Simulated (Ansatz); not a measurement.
Species: C$_{2}$H$_{2}$F, charge 0, doublet. C2H2F (SMILES [CH]=CF, doublet).
B3LYP-D3(BJ)/def2-TZVP minimum from Ansatz (a quantum-chemistry and plane-wave program):
```
C
C 1 1.3001
F 1 1.3501 2 123.21
H 2 1.0733 1 139.33 3 180.00
H 1 1.0877 2 125.07 4 0.00
```
Charge 0, spin multiplicity 2.

Total energies in hartree (Ansatz). Open shells are spin-unrestricted; no spin-orbit coupling. Cores are frozen in correlated methods. No relativity. For partners of very few electrons the exact lower level stands in for a higher one. The UHF reference of C2H2F ([CH]=CF, doublet) is spin-contaminated (<S^2> up to 0.18 over the pure value in the sets run).

```csv
species,HF/cc-pVTZ,CCSD(T)/cc-pVTZ,HF/cc-pVQZ,CCSD(T)/cc-pVQZ,CCSD(T)/cc-pVDZ,CCSDT(Q)/cc-pVDZ
"1: C2H2F (SMILES [CH]=CF, doublet)",-176.30333,-176.87773,-176.31690,-176.93147,-176.70070,-176.70310
2: C (triplet),-37.69157,-37.78076,-37.69331,-37.78654,-37.76038,-37.76071
3: F (doublet),-99.40552,-99.62036,-99.41377,-99.65026,-99.52757,-99.52776
4: H (doublet),-0.49981,-0.49981,-0.49995,-0.49995,-0.49928,-0.49928
```

Question: Work out the atomisation energy (electronic, to ground-state atoms) in kJ/mol: take Hartree-Fock from cc-pVQZ, extrapolate the CCSD(T) correlation energy as X^-3 (X = 3, 4), and add CCSDT(Q) - CCSD(T) in cc-pVDZ. 1 hartree = 2625.5 kJ/mol.

Answer: 
Species 1: correlation (64·(-0.61457) - 27·(-0.57440))/37 = -0.64388; step -0.00240; E1 = -176.31690 + (-0.64388) + (-0.00240) = -176.96318
Species 2: correlation (64·(-0.09323) - 27·(-0.08919))/37 = -0.09618; step -0.00033; E2 = -37.69331 + (-0.09618) + (-0.00033) = -37.78982
Species 3: correlation (64·(-0.23649) - 27·(-0.21484))/37 = -0.25229; step -0.00019; E3 = -99.41377 + (-0.25229) + (-0.00019) = -99.66625
Species 4: correlation (64·(0.00000) - 27·(0.00000))/37 = 0.00000; step +0.00000; E4 = -0.49995 + (0.00000) + (+0.00000) = -0.49995
-1·E1 +2·E2 +1·E3 +2·E4 = 0.71739 hartree = 1883.5 kJ/mol.
